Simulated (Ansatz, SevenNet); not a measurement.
Voigt–Reuss–Hill shear modulus (GPa) along a series of related solids, from the machine-learned potential SevenNet-0 (trained on PBE and PBE+U data); PBE (plane waves, PAW; Ansatz, a quantum-chemistry and plane-wave program).

```json
[
 {"solid": "hcp Be", "SevenNet-0": "43.6", "PBE": "162"},
 {"solid": "hcp Mg", "SevenNet-0": "10.2", "PBE": "20.1"},
 {"solid": "fcc Ca", "SevenNet-0": "6.97", "PBE": "8.54"},
 {"solid": "fcc Sr", "SevenNet-0": "7.38", "PBE": "5.71"}
]
```

Members of the series are missing where a level wasn't run or failed, where a doubt is noted on the run or the magnetic state, for phases of high temperature or layered ones, and where values are held back for tests.

Each level is taken at its own relaxed cell. Ansatz's density-functional and Hartree–Fock values are scalar-relativistic unless marked +SOC, with PAW data made under PBE.
